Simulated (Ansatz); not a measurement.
Computed with Ansatz.

A structure relaxed at PBE0-D4/def2-TZVP, charge 0, multiplicity 1:

Cartesian coordinates in Å:
```
O -1.223 0.565 -0.745
C -0.183 0.296 0.010
C 0.761 -0.484 0.387
S 0.683 1.177 1.277
H -1.397 -0.184 -1.329
H 1.360 -1.372 0.400
```

(1) Give its formula and SMILES.

(2) Point group (tolerance 0.08 Å, 0.16 Å for H)?

(3) Summarise the bond lengths by kind.

Answers

(1) C2H2OS, `OC1=CS1`.

(2) Cs.

(3) 1 × C–O 1.314 Å; 1 × H–O 0.966 Å; 1 × C–C 1.281 Å; 2 × C–S 1.770 to 1.886 Å; 1 × C–H 1.071 Å.
